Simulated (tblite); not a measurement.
C₄H₈OS (charge +1 and doublet state).
Atom-mapped SMILES: `[CH3:1][S+:2][C@@H:3]1[CH2:4][CH2:5][O:6]1` (hydrogens: H7, H8, H9 on C1; H10 on C3; H11, H12 on C4; H13, H14 on C5)

Computed with GFN2-xTB (tblite), gas phase: L-BFGS steps from a force-field or distance-geometry start until the largest atomic force falls under 0.01 eV/Å.

Step 8: E = -528.9349 eV
```
atom  x, y, z in Å  |  force x, y, z in eV/Å
C1      2.5008   -0.1344    0.3115   -0.060   0.015  -0.025
S2      1.3550    0.9611   -0.5095    0.090  -0.072  -0.033
C3     -0.1193   -0.1539   -0.6144   -0.002   0.024  -0.053
C4     -1.4385    0.5176   -0.9737   -0.006   0.047   0.041
C5     -1.9068   -0.0676    0.3664    0.001  -0.035  -0.006
O6     -0.5954   -0.5760    0.6259    0.039  -0.063  -0.019
H7      3.4454    0.3963    0.4279   -0.084  -0.085   0.031
H8      2.0906   -0.4324    1.2798    0.044   0.025  -0.066
H9      2.6363   -1.0250   -0.3066    0.082   0.061   0.103
H10     0.2098   -0.9931   -1.2479   -0.024   0.100   0.029
H11    -1.9327    0.1570   -1.8751   -0.001   0.005   0.111
H12    -1.3884    1.6050   -0.9959   -0.070  -0.032  -0.051
H13    -2.6253   -0.8898    0.2968   -0.044   0.054   0.031
H14    -2.2322    0.6346    1.1429    0.036  -0.044  -0.094
```

Step 9: E = -528.9380 eV
```
atom  x, y, z in Å  |  force x, y, z in eV/Å
C1      2.4983   -0.1341    0.3112    0.003  -0.033   0.011
S2      1.3594    0.9614   -0.5171    0.069  -0.114  -0.027
C3     -0.1192   -0.1506   -0.6126    0.010   0.040  -0.115
C4     -1.4385    0.5179   -0.9746   -0.066   0.071   0.064
C5     -1.9085   -0.0687    0.3651    0.004  -0.039   0.027
O6     -0.5968   -0.5784    0.6227    0.043  -0.084   0.008
H7      3.4435    0.3933    0.4305   -0.060  -0.046   0.028
H8      2.0920   -0.4342    1.2805    0.005   0.042  -0.075
H9      2.6451   -1.0277   -0.3007    0.044   0.079   0.081
H10     0.2169   -0.9857   -1.2508   -0.051   0.110   0.050
H11    -1.9396    0.1584   -1.8723    0.029  -0.023   0.090
H12    -1.3918    1.6058   -1.0021   -0.064  -0.042  -0.027
H13    -2.6301   -0.8898    0.3034   -0.017   0.071  -0.003
H14    -2.2314    0.6321    1.1450    0.050  -0.032  -0.113
```

Task: Estimate the geometry and energy of step 10. (The exact step hangs on the optimiser's Hessian estimate; all steps are aligned on step 9, rigid shifts and turns removed.)

Result: E = -528.9411 eV, largest force 0.134 eV/Å
```
atom  x, y, z in Å  |  force x, y, z in eV/Å
C1      2.4958   -0.1341    0.3110    0.062  -0.066   0.045
S2      1.3650    0.9596   -0.5252    0.025  -0.115  -0.038
C3     -0.1192   -0.1463   -0.6122    0.017   0.058  -0.111
C4     -1.4396    0.5190   -0.9741   -0.095   0.065   0.068
C5     -1.9096   -0.0707    0.3642    0.018  -0.040   0.049
O6     -0.5973   -0.5822    0.6190    0.038  -0.084   0.010
H7      3.4406    0.3895    0.4336   -0.005   0.014   0.029
H8      2.0933   -0.4352    1.2799   -0.051   0.042  -0.041
H9      2.6548   -1.0292   -0.2935    0.013   0.050   0.032
H10     0.2229   -0.9767   -1.2530   -0.067   0.088   0.034
H11    -1.9458    0.1592   -1.8677    0.041  -0.056   0.050
H12    -1.3964    1.6062   -1.0087   -0.058  -0.020   0.005
H13    -2.6353   -0.8886    0.3098    0.002   0.063  -0.038
H14    -2.2297    0.6291    1.1450    0.059   0.001  -0.092
```

The energy changes by -0.0031 eV. The first-order estimate −F·Δx gives -0.0043 eV and the mean of the old and new forces, exact on a quadratic surface, -0.0031 eV. The step makes an angle of 64° with the force vector and moves no atom by more than 0.012 Å.

What follows is the cost of the whole relaxation. On one thread, Intel Xeon at 2.50 GHz (x86_64), no GPU, shared host, this took 1.4 s.
